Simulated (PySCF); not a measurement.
Spin-Hamiltonian simulation

Molecule: SMILES [C@@H]1(F)[C@H](F)O1, C₂H₂F₂O.

Molfile (atoms numbered from 1):
```
C2H2F2O
     RDKit          3D

  7  7  0  0  0  0  0  0  0  0999 V2000
   -1.6850   -0.5164    0.0938 F   0  0  0  0  0  0  0  0  0  0  0  0
   -0.6218    0.1365   -0.3861 C   0  0  2  0  0  0  0  0  0  0  0  0
    0.4178   -0.6595   -0.8548 O   0  0  0  0  0  0  0  0  0  0  0  0
    0.6369    0.0230    0.3350 C   0  0  2  0  0  0  0  0  0  0  0  0
    0.6662   -0.7272    1.4416 F   0  0  0  0  0  0  0  0  0  0  0  0
   -0.9162    0.9881   -1.0127 H   0  0  0  0  0  0  0  0  0  0  0  0
    1.4333    0.7784    0.3356 H   0  0  0  0  0  0  0  0  0  0  0  0
  1  2  1  0
  2  3  1  0
  3  4  1  0
  4  5  1  0
  4  2  1  0
  2  6  1  6
  4  7  1  6
M  END
```

Theoretical values (PySCF 2.14): geometry from PBE0-D3(BJ)/def2-SVP, GIAO PBE0/pcSseg-1 shieldings, couplings computed with B3LYP/pcJ-1. In vacuum, one computed conformer, fast rotation and ring inversion assumed for equivalent nuclei, non-relativistic Hamiltonian.

Shifts are taken against calculated references (same method and geometry level): ¹H against TMS.

Shifts (ppm): F1/F5 -185.5, H6/H7 4.98.
Couplings (Hz): F1–F5: -29.6; F1–H6, F5–H7: 90.1; F1–H7, F5–H6: -4.3; H6–H7: 0.1.

The 4-spin Hamiltonian (Zeeman plus full scalar coupling among like nuclei) was diagonalised exactly; lines are Lorentzian, 1.0 Hz wide, and the maxima above 3 % are listed with the tallest set to 100.

Problem. Give the ¹H peak list of this spin system at 300 MHz.

Solution. 
```
    Hz    ppm  height
1558.2  5.194      34
1536.9  5.123     100
1528.7  5.096      65
1459.4  4.865      65
1451.1  4.837     100
1429.8  4.766      34
```

Problem. And at 800 MHz?

Solution. 
Hz from δ = 0 (height): 4048.2 (34), 4026.9 (100), 4018.7 (65), 3949.4 (65), 3941.1 (100), 3919.8 (34)
